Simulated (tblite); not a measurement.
C₄H₆NS (doublet state).
SMILES with atom numbers: `[H]/[N:1]=[C:2]1/[CH2:3][CH2:4][C@H:5]1[S:6]` (hydrogens: H7 on N1; H8, H9 on C3; H10, H11 on C4; H12 on C5)

A start from a force field or distance geometry was refined with tblite, GFN2-xTB geometry optimisation, gas phase. Values at the start:

```csv
coordinate,start
N1=C2,1.298 Å
N1–H7,1.008 Å
C2–C3,1.503 Å
C2–C5,1.493 Å
C3–C4,1.537 Å
C3–H8,1.084 Å
C3–H9,1.105 Å
C4–C5,1.522 Å
C4–H10,1.120 Å
C4–H11,1.090 Å
C5–S6,1.747 Å
C5–H12,1.118 Å
N1–C2–C3,135.7°
N1–C2–C5,138.0°
C2–C3–C4,84.0°
C2–C5–C4,84.9°
C2–C5–S6,116.4°
C3–C2–C5,86.3°
C3–C4–C5,84.1°
C4–C5–S6,116.4°
N1–C2–C3–C4,144°
N1–C2–C5–C4,-144°
C2–C3–C4–C5,33°
C3–C4–C5–S6,-150°
```

Question: How do these coordinates change at the GFN2-xTB level?

Answer: 
```tsv
coordinate	GFN2-xTB (Å or °)	change
N1=C2	1.239	-0.059
C2–C5	1.538	+0.045
C4–H10	1.087	-0.033
C5–S6	1.777	+0.030
C5–H12	1.092	-0.026
C4–C5	1.541	+0.019
C3–H9	1.088	-0.017
N1–H7	1.015	+0.007
C2–C3	1.497	-0.006
C3–H8	1.089	+0.005
C4–H11	1.087	-0.003
C3–C4	1.539	+0.002
C3–C4–C5	90.1	+6.0
C2–C3–C4	89.8	+5.8
C3–C2–C5	91.8	+5.5
N1–C2–C3	131.7	-4.0
C2–C5–C4	88.2	+3.3
N1–C2–C5	136.4	-1.6
C2–C5–S6	114.8	-1.6
C4–C5–S6	117.6	+1.2
N1–C2–C5–C4	-177	-33
N1–C2–C3–C4	177	+33
C2–C3–C4–C5	2	-31
C3–C4–C5–S6	-120	+30
```

The energy falls by 0.743 eV over 53 L-BFGS steps, the largest force on an atom goes from 4.34 to 0.009 eV/Å, and the atoms move by 0.605 Å rms after alignment. The bond that changes most is N1=C2 (ends: nitrogen bonded to C and H; carbon bonded to 2 C and N), which shortens by 0.059 Å. Bonds longer at the end by more than 0.005 Å: 4 of 12; shorter: 5. Among the dihedrals that turn most is H9–C3–C4–H10, from 178° to 132°. Rotational constants go from 4744, 2589, 1814 to 4538, 2545, 1779 MHz.

Hardware: one thread of an Arm Neoverse V1, shared host with 32 logical CPUs at a one-minute load of 19. Cost: 0.29 s of wall time.

Its GFN2-xTB frequencies are all real (lowest 59 cm⁻¹).

All values are computed, not measured.
